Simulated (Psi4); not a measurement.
# [HSO3]− (SMILES O=[SH](=O)[O-]): MP2/6-311+G(d,p)

Aim: the vertical singlet–triplet gap of [HSO3]− at MP2/6-311+G**, from 2 runs. 

The calculation is run with Psi4 1.11.

2 further runs of the same task are left out: 2 set aside as unsound or not needed.

### 1 Starting point

[HSO3]−: 5 atoms, total charge -1, spin state singlet. As SMILES, `O=[SH](=O)[O-]`. The shape is that of a GFN2-xTB optimisation.

Bond lengths: O1–S2 1.457 Å, S2–O3 1.457 Å, S2–O4 1.456 Å, S2–H5 1.447 Å. Angles: O1–S2–O3 115.1°, O1–S2–O4 115.2°, O3–S2–O4 115.2°, O1–S2–H5 102.9°, O3–S2–H5 102.9°, O4–S2–H5 102.9°.

### 2 A single-point energy at MP2/6-311+G(d,p)

File ho3s.dat:

```
memory 1600 MB

molecule {
  -1 1
  O     -0.312090    -0.257600     1.424010
  S     -0.060290    -0.072100     0.001290
  O      0.698970    -1.139640    -0.636000
  O     -1.190760     0.428710    -0.767890
  H      0.864160     1.040630    -0.021410
  symmetry c1
  no_reorient
  no_com
}

set globals {
  puream          true
  e_convergence   1e-09
  d_convergence   1e-08
  scf_type        pk
  num_frozen_docc 8
  mp2_type        conv
}

result, w = energy('mp2/6-311+G**', return_wfn=True)
```

Run with:

```
$ psi4 ho3s.dat ho3s.out -n 1
```

ho3s.out:

```text
[...]
  Running in c1 symmetry.
[...]
  Nuclear repulsion =  192.274096762066307
[...]
  Multiplicity = 1
[...]
  Nalpha       = 21
  Nbeta        = 21
[...]
    Number of basis functions: 102
[...]
   @RHF iter   1:  -622.48640950260210    1.52396e-01   8.04813e-03 ADIIS/DIIS
[...]
   @RHF iter  12:  -622.73821930934821   -2.16005e-12   1.72146e-09 DIIS
[...]
    Orbital Energies [Eh]
    ---------------------
    Doubly Occupied:
       1A    -92.005037     2A    -20.343998     3A    -20.343805
       4A    -20.343779     5A     -8.976021     6A     -6.661886
       7A     -6.661878     8A     -6.660737     9A     -1.290548
      10A     -1.139040    11A     -1.138615    12A     -0.651291
      13A     -0.521125    14A     -0.465004    15A     -0.464950
      16A     -0.332898    17A     -0.332817    18A     -0.291019
      19A     -0.290770    20A     -0.257505    21A     -0.240969
[...]
  @RHF Final Energy:  -622.73821930934821
   => Energetics <=
    Nuclear Repulsion Energy =            192.2740967620663071
    One-Electron Energy =               -1251.1972520203794375
    Two-Electron Energy =                 436.1849359489647782
    Total Energy =                       -622.7382193093483238
[...]
 Multipole Moments:
 ------------------------------------------------------------------------------------
     Multipole            Electronic (a.u.)      Nuclear  (a.u.)        Total (a.u.)
 ------------------------------------------------------------------------------------
 L = 1.  Multiply by 2.5417464519 to convert [e a0] to [Debye]
 Dipole X            :         13.1663379          -12.3427840            0.8235539
 Dipole Y            :         15.8510115          -14.8555339            0.9954776
 Dipole Z            :         -0.3245153            0.3027152           -0.0218001
 Magnitude           :                                                    1.2921656
[...]
	SCS-MP2 Total Energy (a.u.)        :  -623.46699978193919
	SOS-MP2 Total Energy (a.u.)        :  -623.39683331761898
	SCSN-MP2 Total Energy (a.u.)       :  -623.10869824095846
[...]
	SOS-PI-MP2 Total Energy (a.u.)     :  -623.50660231899747
[...]
	MP2 Total Energy (a.u.)            :  -623.49756370920090
[...]
```

Wall time 11 s (1 thread of Intel Xeon Platinum 8488C (Sapphire Rapids), shared host); peak memory 0.64 GiB.

### 3 The triplet

File calc.in:

```
memory 1600 mb

molecule {
  -1 3
  O
  S 1 1.45669
  O 2 1.456796 1 115.08939
  O 2 1.456163 1 115.18274 3 137.68063
  H 2 1.446821 4 102.89976 1 -111.17962
  symmetry c1
}

set basis 6-311+G**
set reference uhf
set puream true
set e_convergence 1e-09
set d_convergence 1e-08
set scf_type pk
set num_frozen_docc 8
set mp2_type conv
set maxiter 200

energy_value, wavefunction = energy("mp2", return_wfn=True)
```

Run with:

```
$ psi4 calc.in calc.out -n 1
```

calc.out:

```text
[...]
  Running in c1 symmetry.
[...]
  Nuclear repulsion =  192.274119635460181
[...]
  Multiplicity = 3
[...]
  Nalpha       = 22
  Nbeta        = 20
[...]
    Number of basis functions: 102
[...]
   @UHF iter   1:  -622.25565602795530    3.83151e-01   7.24804e-03 ADIIS/DIIS
[...]
   @UHF iter  22:  -622.50212838691607   -1.02318e-12   8.19302e-09 DIIS
[...]
   @S^2 Observed:                2.033030371E+00
[...]
    Orbital Energies [Eh]
    ---------------------
    Alpha Occupied:
       1A    -92.037184     2A    -20.441089     3A    -20.440432
       4A    -20.440323     5A     -9.020761     6A     -6.709107
       7A     -6.703010     8A     -6.702998     9A     -1.380017
      10A     -1.233791    11A     -1.233043    12A     -0.771579
      13A     -0.617367    14A     -0.550743    15A     -0.550504
      16A     -0.430480    17A     -0.430289    18A     -0.392410
      19A     -0.383582    20A     -0.383138    21A     -0.329765
      22A      0.003047
    Alpha Virtual:
      23A      0.210535    24A      0.223210    25A      0.223223
[...]
  @UHF Final Energy:  -622.50212838691607
   => Energetics <=
    Nuclear Repulsion Energy =            192.2741196354601811
    One-Electron Energy =               -1248.2156245313624368
    Two-Electron Energy =                 433.4393765089861290
    Total Energy =                       -622.5021283869160698
  UHF NO Occupations:
  HONO-2 :   20  A 1.9941777
  HONO-1 :   21  A 1.0000000
[...]
 Multipole Moments:
 ------------------------------------------------------------------------------------
     Multipole            Electronic (a.u.)      Nuclear  (a.u.)        Total (a.u.)
 ------------------------------------------------------------------------------------
 L = 1.  Multiply by 2.5417464519 to convert [e a0] to [Debye]
 Dipole X            :          2.9997364           -1.3840612            1.6156752
 Dipole Y            :         -1.1569032            0.5359270           -0.6209762
 Dipole Z            :         -0.7363551            0.3408263           -0.3955288
 Magnitude           :                                                    1.7755171
[...]
	SCS-MP2 Total Energy (a.u.)        :  -623.23512485060053
	SOS-MP2 Total Energy (a.u.)        :  -623.16161242833107
	SCSN-MP2 Total Energy (a.u.)       :  -622.89027397649920
[...]
	SOS-PI-MP2 Total Energy (a.u.)     :  -623.27152643523357
[...]
	MP2 Total Energy (a.u.)            :  -623.27223568823717
[...]
```

It took 11 s on 1 thread of Intel Xeon Platinum 8488C (Sapphire Rapids), shared host; peak memory 0.65 GiB.

### 4 What came out

Level: MP2/6-311+G**, 8 core orbitals frozen.

| quantity | value |
| --- | --- |
| singlet: total energy | -623.49756 Eh |
| singlet: HOMO energy (Hartree–Fock orbitals) | -6.56 eV |
| singlet: LUMO energy (Hartree–Fock orbitals) | 5.69 eV |
| singlet: HOMO–LUMO gap (to an unbound level, set by the basis) | 12.25 eV |
| singlet: correlation energy (8 core orbitals frozen) | -759.3 mEh |
| triplet: total energy | -623.27224 Eh |
| triplet: HOMO energy (Hartree–Fock orbitals) (highest over α and β) | 0.08 eV |
| triplet: LUMO energy (Hartree–Fock orbitals) (lowest over α and β) | 1.24 eV |
| triplet: correlation energy (8 core orbitals frozen) | -770.1 mEh |
| triplet: ⟨S²⟩ of the reference determinant | 2.033 |
| vertical energy of the triplet above the singlet | 6.131 eV |

At this shape the triplet lies 6.13 eV (592 kJ/mol) above the singlet. For an anion a state so high probably lies above electron detachment. The HOMO (triplet) lies at positive energy, 0.08 eV: the electron is unbound at this level or held by a compact basis; values depend on the basis.
